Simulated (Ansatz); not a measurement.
**HS₂−: an energy map over bond length S1–S2 and bond length S2–H3**

How does the energy of HS₂, SMILES [S-]S, charge −1 change over two coordinates at once? A grid of runs gives the map.

Method: RKS wB97X-V/def2-TZVPD; program: Ansatz 0.2.0.

### Step 1. Where the work starts

3 atoms, charge -1, spin multiplicity 1.

Atoms are counted from 1 here; the program's logs count them from 0.

Bond lengths: S1–S2 2.126 Å, S2–H3 1.376 Å. Angles: S1–S2–H3 102.1°.

Coordinates:

```xyz
3
charge -1, multiplicity 1
S     1.1225    0.8533    0.7106
S    -0.0166   -0.7535   -0.0905
H    -1.1059   -0.0998   -0.6201
```

### Step 2. Relaxing the molecule

File input.yaml:

```yaml
crystal:
  periodic: [false, false, false]
  atoms:
    - { symbol: S, position_ang: [1.122464, 0.853321, 0.710586] }
    - { symbol: S, position_ang: [-0.01656, -0.753505, -0.09051] }
    - { symbol: H, position_ang: [-1.105904, -0.099806, -0.620086] }
total_charge: -1
basis:
  gaussian: { orbitals: def2-TZVPD }
hamiltonian:
  xc: { name: wB97X-V }
output:
  forces: true
relax:
  f_tol: 0.003
  max_steps: 120
```

The run is started by

```
ansatz run input.yaml --threads 1 --pin off --max-ram 2560MiB --backend cpu --events-out ev --progress --plain --runs-dir out
```

Output, cut to the lines that bear on the results:

```text
Warning: RAYON_NUM_THREADS=1 ignored (pool sized by the plan → 1); use --threads N
[...]
Functional definition: wB97X-V
[...]
      + integral(e_c_pw_opposite_spin*poly(b97_u_opposite, cos0, cos1)) + vv10(b, c)
643 factors; their error is unknown
206 factors; integrals over basis functions are off by at most 1.5e-5 eV
[...]
mean field -21685.57784320 eV, -796.9302867249 hartree, gradient 2.5e-5 eV, S^2 0.000000; 0 other end points of the search recorded, 0 dependent functions left out
[...]
reference -21685.57784097 eV, -796.9302866429 hartree; 17, 17 occupied and 84, 84 virtual orbitals, 643 factors
relax step   1: F+E_penalty+E_count = -21685.57784320 eV  Δ(F+E_penalty+E_count) = +0.000e0 eV  max|allowed force component| = 8.483e-1 eV/Å  Δτ_max = 0.0000 Å  (33 SCF iters, accepted)
[...]
relax step   4: F+E_penalty+E_count = -21685.60951675 eV  Δ(F+E_penalty+E_count) = -9.988e-5 eV  max|allowed force component| = 9.671e-3 eV/Å  Δτ_max = 0.0026 Å  (30 SCF iters, accepted)
[...]
relax step   5: F+E_penalty+E_count = -21685.60951938 eV  Δ(F+E_penalty+E_count) = -2.625e-6 eV  max|allowed force component| = 3.248e-4 eV/Å  Δτ_max = 0.0003 Å  (26 SCF iters, accepted)
643 factors; their error is unknown
206 factors; integrals over basis functions are off by at most 1.4e-5 eV
[...]
mean field -21685.60951938 eV, -796.9314508031 hartree, gradient 3.7e-5 eV, S^2 0.000000; 1 other end points of the search recorded, 0 dependent functions left out
[...]
reference -21685.60951716 eV, -796.9314507216 hartree; 17, 17 occupied and 84, 84 virtual orbitals, 643 factors
Total energy: -21685.60951716 eV, -796.9314507216 hartree
Atom 0 at     1.093802     0.833317     0.692634 Å, force    -0.000047     0.000011    -0.000025 eV/Å
Atom 1 at    -0.014864    -0.737813    -0.087881 Å, force    -0.000278     0.000104    -0.000142 eV/Å
Atom 2 at    -1.078937    -0.095494    -0.604763 Å, force     0.000325    -0.000115     0.000167 eV/Å
Dipole moment:    -0.388620    -0.270734    -0.243353 e Å
```

It took 30 s on 1 thread of Arm Neoverse V2, shared host; peak memory 0.2 GiB.

Relaxation path:

```tsv
step	energy from step 1 (eV)	largest force component (eV/Å)
1	0.0000	0.8483
2	-0.0269	0.3935
3	-0.0316	0.0534
4	-0.0317	0.0097
5	-0.0317	0.0003
```

Distances of close pairs at the start and the end, largest changes first:

```tsv
bond	before (Å)	after (Å)	change (Å)
S1–S2	2.126	2.075	-0.051
S2–H3	1.376	1.346	-0.030
```

### Step 3. Setting up the map

First coordinate, bond length S1–S2: 11 values from 1.826 to 2.594 Å. Second coordinate, bond length S2–H3: 11 values from 1.185 to 1.683 Å.

Nothing else is relaxed (all other coordinates rigid). Energies count from the relaxed molecule at the same level. Points are written as (first, second).

Below, 3 of the grid's runs; all are launched alike.

### Step 4. Point (2.441 Å, 1.533 Å)

File input.yaml:

```yaml
crystal:
  periodic: [false, false, false]
  atoms:
    - { symbol: S, position_ang: [1.093802, 0.833317, 0.692634] }
    - { symbol: S, position_ang: [-0.21024, -1.014687, -0.225428] }
    - { symbol: H, position_ang: [-1.422053, -0.283187, -0.814076] }
total_charge: -1
basis:
  gaussian: { orbitals: def2-TZVPD }
hamiltonian:
  xc: { name: wB97X-V }
output:
  forces: true
```

The run is started by

```
ansatz run input.yaml --threads 1 --pin off --max-ram 2560MiB --backend cpu --events-out ev --progress --plain --runs-dir out
```

Output, cut to the lines that bear on the results:

```text
Warning: RAYON_NUM_THREADS=1 ignored (pool sized by the plan → 1); use --threads N
[...]
[... 1 set-up line as earlier in the session ...]
[...]
      + integral(e_c_pw_opposite_spin*poly(b97_u_opposite, cos0, cos1)) + vv10(b, c)
643 factors; their error is unknown
156 factors; integrals over basis functions are off by at most 9.7e-5 eV
[...]
mean field -21684.61589355 eV, -796.8949357275 hartree, gradient 7.6e-5 eV, S^2 0.000000; 0 other end points of the search recorded, 0 dependent functions left out
[...]
reference -21684.61589124 eV, -796.8949356424 hartree; 17, 17 occupied and 84, 84 virtual orbitals, 643 factors
Total energy: -21684.61589124 eV, -796.8949356424 hartree
Atom 0 at     1.093802     0.833317     0.692634 Å, force    -1.495126    -1.955224    -1.034921 eV/Å
Atom 1 at    -0.210240    -1.014687    -0.225428 Å, force    -1.085485     3.336953    -0.237645 eV/Å
Atom 2 at    -1.422053    -0.283187    -0.814076 Å, force     2.580611    -1.381729     1.272565 eV/Å
Dipole moment:    -0.345072    -0.269223    -0.219196 e Å
```

Run time: 5.5 s. Hardware: 1 thread of Arm Neoverse V2, shared host; peak memory 0.18 GiB.

On the map this point reads 22.9 kcal/mol.

### Step 5. Point (2.057 Å, 1.334 Å)

File input.yaml:

```yaml
crystal:
  periodic: [false, false, false]
  atoms:
    - { symbol: S, position_ang: [1.093802, 0.833317, 0.692634] }
    - { symbol: S, position_ang: [-0.005098, -0.723973, -0.081005] }
    - { symbol: H, position_ang: [-1.059604, -0.087429, -0.59324] }
total_charge: -1
basis:
  gaussian: { orbitals: def2-TZVPD }
hamiltonian:
  xc: { name: wB97X-V }
output:
  forces: true
```

The run is started by

```
ansatz run input.yaml --threads 1 --pin off --max-ram 2560MiB --backend cpu --events-out ev --progress --plain --runs-dir out
```

Output, cut to the lines that bear on the results:

```text
Warning: RAYON_NUM_THREADS=1 ignored (pool sized by the plan → 1); use --threads N
[...]
[... 1 set-up line as earlier in the session ...]
[...]
      + integral(e_c_pw_opposite_spin*poly(b97_u_opposite, cos0, cos1)) + vv10(b, c)
643 factors; their error is unknown
155 factors; integrals over basis functions are off by at most 5.7e-5 eV
[...]
mean field -21685.60471028 eV, -796.9312740721 hartree, gradient 2.0e-5 eV, S^2 0.000000; 0 other end points of the search recorded, 0 dependent functions left out
[...]
reference -21685.60470807 eV, -796.9312739908 hartree; 17, 17 occupied and 84, 84 virtual orbitals, 643 factors
Total energy: -21685.60470807 eV, -796.9312739908 hartree
Atom 0 at     1.093802     0.833317     0.692634 Å, force     0.175501     0.231182     0.121662 eV/Å
Atom 1 at    -0.005098    -0.723973    -0.081005 Å, force     0.091597    -0.374149     0.010056 eV/Å
Atom 2 at    -1.059604    -0.087429    -0.593240 Å, force    -0.267098     0.142967    -0.131718 eV/Å
Dipole moment:    -0.388784    -0.267988    -0.243146 e Å
```

Wall time 5.6 s (1 thread of Arm Neoverse V2, shared host); peak memory 0.19 GiB.

Energy on the map's scale: 0.11 kcal/mol.

### Step 6. Grid point (2.517 Å, 1.284 Å)

File input.yaml:

```yaml
crystal:
  periodic: [false, false, false]
  atoms:
    - { symbol: S, position_ang: [1.093802, 0.833317, 0.692634] }
    - { symbol: S, position_ang: [-0.250841, -1.072224, -0.254012] }
    - { symbol: H, position_ang: [-1.265823, -0.459539, -0.747047] }
total_charge: -1
basis:
  gaussian: { orbitals: def2-TZVPD }
hamiltonian:
  xc: { name: wB97X-V }
output:
  forces: true
```

The run is started by

```
ansatz run input.yaml --threads 1 --pin off --max-ram 2560MiB --backend cpu --events-out ev --progress --plain --runs-dir out
```

Output, cut to the lines that bear on the results:

```text
Warning: RAYON_NUM_THREADS=1 ignored (pool sized by the plan → 1); use --threads N
[...]
[... 1 set-up line as earlier in the session ...]
[...]
      + integral(e_c_pw_opposite_spin*poly(b97_u_opposite, cos0, cos1)) + vv10(b, c)
643 factors; their error is unknown
156 factors; integrals over basis functions are off by at most 8.9e-5 eV
[...]
mean field -21684.72451751 eV, -796.8989275845 hartree, gradient 7.4e-5 eV, S^2 0.000000; 0 other end points of the search recorded, 0 dependent functions left out
[...]
reference -21684.72451522 eV, -796.8989275002 hartree; 17, 17 occupied and 84, 84 virtual orbitals, 643 factors
Total energy: -21684.72451522 eV, -796.8989275002 hartree
Atom 0 at     1.093802     0.833317     0.692634 Å, force    -1.550993    -1.957974    -1.065998 eV/Å
Atom 1 at    -0.250841    -1.072224    -0.254012 Å, force     2.841012     0.861304     1.658293 eV/Å
Atom 2 at    -1.265823    -0.459539    -0.747047 Å, force    -1.290019     1.096669    -0.592295 eV/Å
Dipole moment:    -0.364297    -0.248790    -0.227582 e Å
```

It took 5.4 s on 1 thread of Arm Neoverse V2, shared host; peak memory 0.19 GiB.

That is 20.4 kcal/mol from the zero.

### Step 7. Energy over the grid

121 points were computed. Energies in kcal/mol, from the relaxed molecule at the same level:

```
bond length S2–H3 (Å) ↓, bond length S1–S2 (Å) →  1.826  1.903  1.980  2.057  2.133  2.210  2.287  2.364  2.441  2.517  2.594
                                           1.683   32.2   23.6   19.6   18.7   19.9   22.7   26.5   30.9   35.6   40.5   45.4
                                           1.633   28.9   20.0   15.8   14.7   15.8   18.4   22.1   26.4   31.1   35.9   40.8
                                           1.583   25.7   16.6   12.1   10.9   11.8   14.4   17.9   22.2   26.8   31.6   36.5
                                           1.533   22.8   13.5    8.8    7.3    8.2   10.6   14.1   18.3   22.9   27.7   32.5
                                           1.483   20.3   10.8    5.9    4.3    5.0    7.4   10.8   15.0   19.5   24.3   29.1
                                           1.434   18.4    8.7    3.7    2.0    2.6    4.9    8.2   12.3   16.9   21.6   26.5
                                           1.384   17.3    7.4    2.2    0.4    1.0    3.2    6.5   10.6   15.1   19.8   24.7
                                           1.334   17.4    7.3    2.0    0.1    0.6    2.8    6.1   10.1   14.6   19.3   24.2
                                           1.284   18.9    8.7    3.3    1.3    1.8    3.9    7.2   11.2   15.7   20.4   25.2
                                           1.234   22.4   12.1    6.6    4.6    5.0    7.1   10.4   14.4   18.9   23.6   28.4
                                           1.185   28.3   18.0   12.4   10.3   10.7   12.8   16.0   20.1   24.6   29.3   34.1
```

The largest force on an atom (eV/Å) at each point:

```
bond length S2–H3 (Å) ↓, bond length S1–S2 (Å) →  1.826  1.903  1.980  2.057  2.133  2.210  2.287  2.364  2.441  2.517  2.594
                                           1.683    7.3    5.1    4.0    3.7    3.7    3.9    4.1    4.2    4.2    4.3    4.3
                                           1.633    7.4    5.1    3.9    3.5    3.6    3.7    3.9    4.0    4.1    4.1    4.1
                                           1.583    7.5    5.0    3.7    3.3    3.3    3.5    3.6    3.8    3.8    3.9    3.9
                                           1.533    7.4    4.9    3.5    3.0    3.0    3.1    3.3    3.4    3.5    3.5    3.5
                                           1.483    7.3    4.7    3.1    2.5    2.5    2.7    2.9    3.0    3.1    3.2    3.2
                                           1.434    7.2    4.4    2.6    1.8    1.8    2.1    2.4    2.6    2.7    2.7    2.7
                                           1.384    7.2    4.1    2.1    1.0    1.0    1.6    2.1    2.4    2.6    2.7    2.7
                                           1.334    7.3    4.2    1.9    0.4    0.9    1.6    2.1    2.4    2.6    2.7    2.7
                                           1.284    7.4    4.2    2.3    1.9    2.1    2.6    3.0    3.2    3.3    3.4    3.4
                                           1.234    7.5    4.9    3.9    3.9    4.1    4.4    4.7    4.9    5.0    5.1    5.1
                                           1.185    8.4    6.8    6.4    6.4    6.6    6.9    7.1    7.3    7.4    7.4    7.4
```

### Step 8. What came out

| quantity | value |
| --- | --- |
| lowest point | (2.057 Å, 1.334 Å), 0.11 kcal/mol |
| highest computed point | (2.594 Å, 1.683 Å), 45.3 kcal/mol above the lowest |
| largest force on an atom (eV/Å) | 0.4 at (2.057 Å, 1.334 Å) to 8.4 at (1.826 Å, 1.185 Å); 0.4 at the lowest point |
| time for the whole task | 11 min on 1 thread, shared host |

**Reading.** The lowest computed point is at (2.057 Å, 1.334 Å), 0.11 kcal/mol from the relaxed molecule at the same level. The grid shows no other well, apart from its symmetry copies. The highest computed point, (2.594 Å, 1.683 Å), lies 45.3 kcal/mol above the lowest. Round the minimum the two coordinates are nearly uncoupled.
